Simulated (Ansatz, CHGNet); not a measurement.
## Trigonal Se: properties by level of theory

Reference values: lattice constant a 4.365 Å (measured, 293 K, not corrected to a static lattice; as tabulated in Wikipedia's data pages); lattice parameter c 4.958 Å (measured, 293 K, no zero-point or thermal correction; as tabulated in Wikipedia's data pages).

| level (code) | lattice constant a (Å) | lattice parameter c (Å) |
|---|---|---|
| CHGNet 0.3.0 (CHGNet) | ? | 5.233 |
| PBE-D3(BJ) (Ansatz) | 4.067 | 5.129 |
| r²SCAN (Ansatz) | 4.504 | 4.992 |
| r²SCAN+rVV10 (Ansatz) | ? | ? |
| PBE0 (Ansatz) | ? | 4.879 |

Task: Fill in the missing entries.

Result: 
- CHGNet 0.3.0 (CHGNet), lattice constant a (Å): 5.448
- r²SCAN+rVV10 (Ansatz, a quantum-chemistry and plane-wave program), lattice constant a (Å): 4.295
- r²SCAN+rVV10 (Ansatz), lattice parameter c (Å): 5.038
- PBE0 (Ansatz), lattice constant a (Å): 4.858

Differences from the reference values (errors of the level alone only where the reference is corrected to a static lattice):

```json
[
 {"level": "CHGNet 0.3.0", "lattice constant a (%)": "+25", "lattice parameter c (%)": "+5.55"},
 {"level": "PBE-D3(BJ)", "lattice constant a (%)": "-6.83", "lattice parameter c (%)": "+3.45"},
 {"level": "r²SCAN", "lattice constant a (%)": "+3.18", "lattice parameter c (%)": "+0.69"},
 {"level": "r²SCAN+rVV10", "lattice constant a (%)": "-1.60", "lattice parameter c (%)": "+1.61"},
 {"level": "PBE0", "lattice constant a (%)": "+11.3", "lattice parameter c (%)": "-1.59"}
]
```

Nearest: lattice constant a, not ranked (reference at room or unstated temperature); lattice parameter c, not ranked (reference at room or unstated temperature).

Machine-learned potentials (CHGNet 0.3.0) are trained on DFT data, which may include these solids.

Caveats: the cell comes from a level without a dispersion term, which matters for the spacing of layers, chains or molecules (r²SCAN, PBE0); the cell moved over 20 % in volume from its start (CHGNet 0.3.0). Ansatz's density-functional and Hartree–Fock values are scalar-relativistic unless marked +SOC, with PAW data made under PBE.

Differences are worked out from the printed values.
